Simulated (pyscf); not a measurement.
Hydrogen abstraction: HO–SiH₃ + H• -> HO–SiH₂• + H₂

Gas phase, doublet surface, charge 0. Bonds broken: Si2–H4. Bonds formed: H4–H7. PySCF, gas phase, ωB97X-D3(BJ)/def2-SVP geometries.

Transition state (Å):

```xyz
7

O      0.1442    -0.8422     0.7499
Si    -0.9156     0.2429     0.0606
H      0.0189    -1.7755     0.5507
H     -0.7742     0.2786    -1.5328
H     -2.3412    -0.0946     0.3637
H     -0.5693     1.5829     0.6008
H     -0.6558     0.2888    -2.7102
```

One imaginary mode, 975i cm⁻¹; descent along it reached the two sides named.

```
bond    change  reactant side (Å)  saddle  product side
------  ------  -----------------  ------  ------------
Si2–H4  breaks              1.495   1.600           3.3
H4–H7    forms                3.6   1.183         0.761
```

Electronic energies relative to the separated reactants (kJ/mol):

| level | barrier | reaction energy | reverse barrier |
|---|---|---|---|
| ωB97X-D3(BJ)/def2-TZVP | 20.0 | -42.7 | 62.7 |
| PBE/def2-TZVP | -1.3 | -58.4 | 57.1 |
| r²SCAN/def2-TZVP | -4.2 | -62.0 | 57.7 |
| B3LYP-D3(BJ)/def2-TZVP | 0.4 | -60.1 | 60.5 |
| PBE0-D3(BJ)/def2-TZVP | 7.3 | -49.5 | 56.8 |
| M06-2X/def2-TZVP | 23.7 | -54.0 | 77.7 |
| ωB97M-D3(BJ)/def2-TZVP | 20.4 | -43.7 | 64.1 |
| HF/def2-TZVP | 58.6 | -21.8 | 80.4 |

With ωB97M-D3(BJ)/def2-TZVP energies and thermal terms (ideal gas, 1 atm, RRHO with modes under 100 cm⁻¹ raised to 100, one conformer, R ln 2 for chiral ones without a mode under 150 cm⁻¹), in kJ/mol:

```
T (K)   ΔH‡    ΔG‡     ΔH     ΔG
-----  ----  -----  -----  -----
298    13.6   38.2  -40.9  -47.5
600    12.7   63.5  -40.8  -54.4
900    12.3   89.0  -42.6  -60.8
1200   11.8  114.6  -45.2  -66.6
```

At PBE, r²SCAN this geometry lies under the reactants; that is no barrier but a single point on another level's saddle; such a level's own saddle, if it has one, lies nearer that side and is low. This is the saddle that the search found; another between the same sides may lie lower. The angle at the transferred H is 179°.
